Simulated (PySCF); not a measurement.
## Protonation sites of vinylidene fluoride

Parent: vinylidene fluoride, `C=C(F)F` (C2H2F2). Atom numbers as in the mapped SMILES `[CH2:1]=[C:2]([F:3])[F:4]`.

These are calculated values, ωB97X-D3(BJ)/def2-TZVP in PySCF (grid level 2) at geometries from PBE0-D3(BJ)/def2-SVP. Zero-point and thermal terms (298.15 K, 1 bar) come from unscaled PBE0-D3(BJ)/def2-SVP harmonic frequencies, with soft modes damped to free rotors in the entropy.

```jsonl
{"site": "C1 (alkene carbon)", "product": "CC(F)=[F+]", "PA / kJ/mol": "750", "GB / kJ/mol": "723"}
```

PA is −ΔH and GB is −ΔG of B + H⁺ → BH⁺ in the gas phase. Sites whose products fell apart, merged with another or lost in a GFN2-xTB screen aren't listed.

In water the product from C1 is solvated 274 kJ/mol more strongly than the parent (electrostatics only).

Measured values (NIST Chemistry WebBook, evaluated or the median of agreeing entries): proton affinity (−ΔH) 734 kJ/mol (computed 750, difference 16); gas-phase basicity (−ΔG) 705 kJ/mol (computed 723, difference 18).

Run with `OMP_NUM_THREADS=1 python redox_run.py task.json out` on 1 thread of Arm Neoverse N1, a shared host. Structures, frequencies and single points: 2.3 min of wall time.
